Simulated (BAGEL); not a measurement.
# BH2SF (SMILES FBS): levels of theory compared

Wanted: a comparison of 4 runs (B3LYP/6-31G*, B3LYP/def2-SVPD, PBE0/def2-SVPD, RI-MP2/def2-SVPD) of BH2SF. 

The results are computed with BAGEL 1.2.2.

## (1) The system as given

BH2SF has 5 atoms, charge 0, and is taken as a singlet. SMILES: `FBS`. The shape is that of a PBE0-D4/def2-TZVP optimisation. This is one conformer, not always the lowest.

Bond lengths: F1–B2 1.322 Å, B2–S3 1.794 Å, B2–H4 1.194 Å, S3–H5 1.342 Å. Angles: F1–B2–S3 117.9°, F1–B2–H4 119.5°, S3–B2–H4 122.6°, B2–S3–H5 94.9°.

## (2) A single-point energy at B3LYP/6-31G(d) (density fitting with qzvpp-jkfit, spherical functions) (run 1)

The input, input.json:

```json
{ "bagel" : [

{
  "title" : "molecule",
  "basis" : "6-31gs.json",
  "df_basis" : "qzvpp-jkfit",
  "angstrom" : true,
  "geometry" : [
    { "atom" : "F", "xyz" : [   -1.119100,   -0.905900,   -1.069200 ] },
    { "atom" : "B", "xyz" : [   -0.412800,   -0.339100,   -0.106100 ] },
    { "atom" : "S", "xyz" : [    0.972400,    0.698600,   -0.579400 ] },
    { "atom" : "H", "xyz" : [   -0.712000,   -0.530900,    1.033700 ] },
    { "atom" : "H", "xyz" : [    1.321400,    1.003700,    0.679600 ] }
  ]
},
{ "title" : "ks", "xc_func" : "b3lyp" },
{ "title" : "print", "file" : "orbitals.molden", "orbitals" : true }

]}
```

The basis set 6-31G* is read from a file made from the Basis Set Exchange's data (not shown).

On the command line:

```sh
BAGEL_NUM_THREADS=1 BAGEL input.json > input.out
```

The log of the run:

```text
* using 1 threads per process

  ===============================================================
  ===============================================================

  *** Geometry ***

  { "atom" : "F", "xyz" : [     -2.114793,     -1.711903,     -2.020495 ] },
  { "atom" : "B", "xyz" : [     -0.780079,     -0.640806,     -0.200500 ] },
  { "atom" : "S", "xyz" : [      1.837570,      1.320163,     -1.094907 ] },
  { "atom" : "H", "xyz" : [     -1.345485,     -1.003256,      1.953410 ] },
  { "atom" : "H", "xyz" : [      2.497084,      1.896718,      1.284258 ] },

  Number of auxiliary basis functions:      316

  Since a DF basis is specified, we compute 2- and 3-index integrals:
    o Being stored without compression. Storage requirement is 0.006 GB

  Number of basis functions:       50
  Number of electrons      :       32

    * METHOD: MOLECULE                             0.13

  *** Kohn-Sham DFT ***

    * Removing 7566 points whose weight is below 1.00e-10
    * Grid points: 66964

  === Nuclear Repulsion ===
    86.6356269125

       - DIIS with orbital gradients will be used.

  === KS iteration (b3lyp / 6-31gs.json) ===
      0       -510.44006478          0.14891158           0.19
      1       -503.73491725          0.21472098           0.15
      2       -496.74405293          0.24949451           0.14
[... 15 lines of this table left out ...]
     18       -524.15629108          0.00000000           0.14
    * SCF iteration converged.

    * Permanent dipole moment:
           (   -0.144601,    -0.127050,    -0.544488) a.u.

    * METHOD: KS                                   2.97

    * METHOD: PRINT                                0.01

  ===============================================================
```

Wall time 3.3 s (1 thread of Arm Neoverse N1, shared host); peak memory 0.19 GiB.

## (3) The energy at B3LYP/def2-SVPD (density fitting with qzvpp-jkfit) (run 2)

The input, dft.json:

```json
{ "bagel" : [

{
  "title" : "molecule",
  "basis" : "def2-svpd.json",
  "df_basis" : "qzvpp-jkfit",
  "angstrom" : "true",
  "geometry" : [
    { "atom" : "F", "xyz" : [      -1.119100,      -0.905900,      -1.069200 ] },
    { "atom" : "B", "xyz" : [      -0.412800,      -0.339100,      -0.106100 ] },
    { "atom" : "S", "xyz" : [       0.972400,       0.698600,      -0.579400 ] },
    { "atom" : "H", "xyz" : [      -0.712000,      -0.530900,       1.033700 ] },
    { "atom" : "H", "xyz" : [       1.321400,       1.003700,       0.679600 ] }
  ]
},

{ "title" : "ks", "xc_func" : "b3lyp" },

{ "title" : "print", "file" : "orbitals.molden", "orbitals" : "true" }

]}
```

The basis set def2-SVPD is read from a file made from the Basis Set Exchange's data (not shown).

On the command line:

```sh
BAGEL_NUM_THREADS=1 BAGEL dft.json > dft.out
```

The log of the run:

```text
* using 1 threads per process

  ===============================================================
  ===============================================================

  *** Geometry ***

  { "atom" : "F", "xyz" : [     -2.114793,     -1.711903,     -2.020495 ] },
  { "atom" : "B", "xyz" : [     -0.780079,     -0.640806,     -0.200500 ] },
  { "atom" : "S", "xyz" : [      1.837570,      1.320163,     -1.094907 ] },
  { "atom" : "H", "xyz" : [     -1.345485,     -1.003256,      1.953410 ] },
  { "atom" : "H", "xyz" : [      2.497084,      1.896718,      1.284258 ] },

  Number of auxiliary basis functions:      316

  Since a DF basis is specified, we compute 2- and 3-index integrals:
    o Being stored without compression. Storage requirement is 0.019 GB

  Number of basis functions:       86
  Number of electrons      :       32

    * METHOD: MOLECULE                             0.15

  *** Kohn-Sham DFT ***

    * Removing 7566 points whose weight is below 1.00e-10
    * Grid points: 66964

  === Nuclear Repulsion ===
    86.6356269125

       - DIIS with orbital gradients will be used.

  === KS iteration (b3lyp / def2-svpd.json) ===
      0       -507.93730090          0.09188017           0.30
      1       -494.52777947          0.20480271           0.31
      2       -511.73539917          0.10864380           0.31
[... 14 lines of this table left out ...]
     17       -523.97852056          0.00000000           0.30
    * SCF iteration converged.

    * Permanent dipole moment:
           (   -0.254320,    -0.209932,    -0.529954) a.u.

    * METHOD: KS                                   5.83

    * METHOD: PRINT                                0.02

  ===============================================================
```

It took 6.3 s on 1 thread of Arm Neoverse N1, shared host; peak memory 0.28 GiB.

Run 3 isn't shown in full; the table further down has it.

## (4) The energy at RI-MP2/def2-SVPD (density fitting with qzvpp-jkfit) (run 4)

The input, job.json:

```json
{ "bagel" : [

{
  "title" : "molecule",
  "basis" : "def2-svpd.json",
  "df_basis" : "qzvpp-jkfit",
  "angstrom" : true,
  "geometry" : [
    { "atom" : "F", "xyz" : [      -1.119100,      -0.905900,      -1.069200 ] },
    { "atom" : "B", "xyz" : [      -0.412800,      -0.339100,      -0.106100 ] },
    { "atom" : "S", "xyz" : [       0.972400,       0.698600,      -0.579400 ] },
    { "atom" : "H", "xyz" : [      -0.712000,      -0.530900,       1.033700 ] },
    { "atom" : "H", "xyz" : [       1.321400,       1.003700,       0.679600 ] }
  ]
},

{
  "title" : "hf"
},

{
  "title" : "mp2",
  "ncore" : 7
}

]}
```

The basis set def2-SVPD is read from a file made from the Basis Set Exchange's data (not shown).

On the command line:

```sh
BAGEL_NUM_THREADS=1 BAGEL job.json > job.out
```

The log of the run:

```text
* using 1 threads per process

  ===============================================================
  ===============================================================

  *** Geometry ***

[... 29 lines left out ...]
    * SCF iteration converged.
[... 1 line left out ...]
    * Permanent dipole moment:
[... 2 lines left out ...]
    * METHOD: HF                                   0.73

  *** RHF ***

  === Nuclear Repulsion ===
    86.6356269125

      * DIIS with orbital gradients will be used.

  === RHF iteration (def2-svpd.json) ===
      0       -522.68633564          0.00000000           0.04
    * SCF iteration converged.

    * Permanent dipole moment:
           (   -0.217175,    -0.185581,    -0.652970) a.u.

  === DF-MP2 calculation ===

    * freezing 7 orbitals
    * 3-index integral transformation done
    * assembly done

      MP2 correlation energy:   -0.4209315265      0.03

      MP2 total energy:       -523.1072671631

    * METHOD: MP2                                  0.11

  ===============================================================
```

Wall time 1.2 s (1 thread of Arm Neoverse N1, shared host).

## (5) All runs side by side

```
run                                                                 level  frozen core orbitals  energy (Eh)  dipole moment (D)  HOMO energy (eV)  LUMO energy (eV)  wall time
  1  B3LYP/6-31G* (density fitting with qzvpp-jkfit, spherical functions)                     –  -524.156291               1.47             -7.90             -0.46      3.3 s
  2                    B3LYP/def2-SVPD (density fitting with qzvpp-jkfit)                     –  -523.978521               1.59             -8.18             -1.02      6.3 s
  3                     PBE0/def2-SVPD (density fitting with qzvpp-jkfit)                     –  -523.683751               1.62             -8.44             -0.81      5.7 s
  4                   RI-MP2/def2-SVPD (density fitting with qzvpp-jkfit)                     7  -523.107267                  –                 –                 –      1.2 s
```

## (6) Outcome

| quantity | value |
| --- | --- |
| run 4: total energy | -523.10727 Eh |
| run 4: correlation energy (7 core orbitals frozen) | -420.9 mEh |

In words: Over runs 1, 2, 3 the dipole moment (its size) runs from 1.47 D (B3LYP/6-31G*) to 1.62 D (PBE0/def2-SVPD). The two ends differ in method and basis. Over runs 1, 2, 3 the HOMO–LUMO gap runs from 7.15 eV (B3LYP/def2-SVPD) to 7.63 eV (PBE0/def2-SVPD). Totals of different functionals can't be ranked against each other. All runs together took 17 s, the longest 6.3 s.
